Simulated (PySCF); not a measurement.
Molecule: `C1CC1[C@H]1CN1`, C5H9N.

Bonds (- single, = double, # triple, : aromatic): C1-C2 1.499 Å, C2-C3 1.503 Å, C3-C4 1.492 Å, C4-C5 1.479 Å, C5-N6 1.455 Å, C3-C1 1.501 Å, N6-C4 1.453 Å. C1 carries H7, H8; C2 carries H9, H10; C3 carries H11; C4 carries H12; C5 carries H13, H14; N6 carries H15. Stereochemistry as in C1CC1[C@H]1CN1. H14 is cis to C3 on the ring; H7, H9 are cis to C4 on the ring; H13 is trans to C3 on the ring; H8, H10 are trans to C4 on the ring.

Geometry PBE0-D3(BJ)/def2-SVP throughout; GIAO in PySCF 2.14.0 with density-fitted response routines, gas phase, one conformer, non-relativistic; equivalent atoms averaged; functional PBE0.

For orientation, 6-31G* gives these shifts δ (against TMS, NH3 at the same level): C4 32.7, C5 24.6, C3 17.1, C2 6.1, C1 4.9, N6 16.4, H14 1.32, H12 0.87, H10 0.57 ppm.

A run gave: C4 34.7, C5 25.3, C3 17.7, C2 5.4, C1 3.9, N6 31.0, H14 1.27, H12 0.67, H10 0.50 ppm (shifts δ (against TMS, NH3 at the same level)).

Problem. Which basis set was used in that run?
A. def2-SVP
B. pcSseg-1
C. 6-31G
D. STO-3G

Solution. B. N6 tells them apart best: pcSseg-1 gives 31.0, STO-3G gives 14.8, 6-31G gives 19.9, def2-SVP gives 25.3 ppm.
